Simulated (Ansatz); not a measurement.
**C₃H₃F (SMILES FC1C=C1): functionals against CCSD(T) at one geometry**

The task here is to estimate one member of a computed series from the others.

The runs use Ansatz 0.2.0, Gaussian basis; single points in def2-TZVPP.

Cores are frozen in the correlated methods. B3LYP uses VWN-RPA correlation.

## The system as given

SMILES `FC1C=C1`, 7 atoms, charge 0, spin multiplicity 1.

Atoms are counted from 1 here; the program's logs count them from 0.

Bond lengths: F1–C2 1.381 Å, C2–C3 1.472 Å, C2–C4 1.504 Å, C2–H5 1.041 Å, C3–C4 1.259 Å, C3–H6 1.112 Å, C4–H7 1.041 Å. Angles: F1–C2–C3 117.8°, F1–C2–C4 112.8°, F1–C2–H5 110.9°, C3–C2–C4 50.1°, C3–C2–H5 127.3°, C4–C2–H5 124.7°, C2–C3–C4 66.3°, C2–C3–H6 135.7°, C4–C3–H6 156.8°, C2–C4–C3 63.7°, C2–C4–H7 144.5°, C3–C4–H7 151.5°.

As a file:

```
atom    x (Å)    y (Å)    z (Å)
  F1  -1.5084  -0.9606   0.0301
  C2  -0.5464  -0.1055  -0.4693
  C3   0.2377   0.6840   0.4937
  C4   0.8179  -0.3644   0.1071
  H5  -0.7342   0.1234  -1.4678
  H6   0.0447   1.5640   1.1450
  H7   1.6527  -0.9855   0.0633
```

The first run:

Contents of run/in.yaml:

```yaml
crystal:
  periodic: [false, false, false]
  atoms:
    - {symbol: F, position_ang: [-1.508400, -0.960600, 0.030100]}
    - {symbol: C, position_ang: [-0.546400, -0.105500, -0.469300]}
    - {symbol: C, position_ang: [0.237700, 0.684000, 0.493700]}
    - {symbol: C, position_ang: [0.817900, -0.364400, 0.107100]}
    - {symbol: H, position_ang: [-0.734200, 0.123400, -1.467800]}
    - {symbol: H, position_ang: [0.044700, 1.564000, 1.145000]}
    - {symbol: H, position_ang: [1.652700, -0.985500, 0.063300]}
basis:
  gaussian: {orbitals: def2-TZVPP}
correlation: {method: ccsd_t}
output: {forces: true}
```

The command line of these runs was not kept.

Among the steps run: CCSD(T)/def2-TZVPP; PBE0-D4/def2-TZVPP; wB97M-V/def2-TZVPP; r2SCAN-D4/def2-TZVPP; PBE-D4/def2-TZVPP; LC-wPBE/def2-TZVPP; B3LYP-D4/def2-TZVPP.

One of the session's tables, all rows but one given; the rest of the session is left out.

| method | RMS force component (eV/Å) | angle to CCSD(T) forces (°) | dipole (D) |
| --- | --- | --- | --- |
| CCSD(T) | 1.538 | reference | 2.10 |
| PBE0-D4 | 1.402 | 13.0 | 2.10 |
| wB97M-V | 1.358 | 10.6 | 2.13 |
| r2SCAN-D4 | 1.407 | 10.5 | 2.05 |
| PBE-D4 | ? | ? | ? |
| LC-wPBE | 1.389 | 19.0 | 2.17 |
| B3LYP-D4 | 1.357 | 10.9 | 2.11 |

Estimate the missing values for PBE-D4.

As computed: RMS force component (eV/Å): 1.487; angle to CCSD(T) forces (°): 8.8; dipole (D): 1.97. In the column «RMS force component (eV/Å)» it lies between r2SCAN-D4 (1.407) and CCSD(T) (1.538).
